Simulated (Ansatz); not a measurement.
Energy needed to pull apart HS$_{2}$ (SMILES [S]S), doublet, into free ground-state atoms, from the structure below (displaced at random from a GFN2-xTB minimum); no zero-point or spin–orbit terms; open-shell atoms are treated unrestricted, in their ground-state multiplicity.

```tsv
atom	x (Å)	y (Å)	z (Å)
S1	1.1628	0.7515	0.7085
S2	0.2082	-0.7166	-0.1277
H3	-1.0315	-0.0920	-0.7351
```

Program: Ansatz 0.2.0. Basis: def2-TZVPP. Cores are frozen in the correlated methods; orbitals are unrestricted.

| method | atomization energy (kcal/mol) |
| --- | --- |
| SPW92 | 199.2 |
| PBE-D4 | 170.7 |
| r2SCAN-D4 | 164.6 |
| B97M-V | 165.4 |
| PBE0-D4 | 161.7 |
| wB97M-V | ? |
| HF | 88.5 |
| MP2 | 149.4 |
| CCSD | ? |
| CCSD(T) | 148.6 |

**Question.** What does wB97M-V give? (To be estimated.)

**Answer.** Computed: 161.7 kcal/mol, which is about 13.1 kcal/mol more than CCSD(T)/def2-TZVPP.

**Question.** What does CCSD give? (To be estimated.)

**Answer.** Computed: 142.8 kcal/mol, which is about 5.8 kcal/mol less than CCSD(T)/def2-TZVPP.

In triple zeta the MP2 and coupled-cluster atomization energies are still short of their basis limit by a few kcal/mol a bond, whereas those of the functionals are nearly converged, so these differences are not deviations from converged CCSD(T).

The T1 diagnostic stays at or below 0.025. ⟨S²⟩ of the unrestricted Hartree–Fock references: 0.77 (a pure state has 0.75).

For scale, one of the runs: CCSD(T)/def2-TZVPP forces, 98 basis functions (an equivalent command: `ansatz run in.yaml --threads 4`). Time: 15 s of wall clock on 4 CPU threads; the host was shared. Peak host memory: 0.82 GiB.
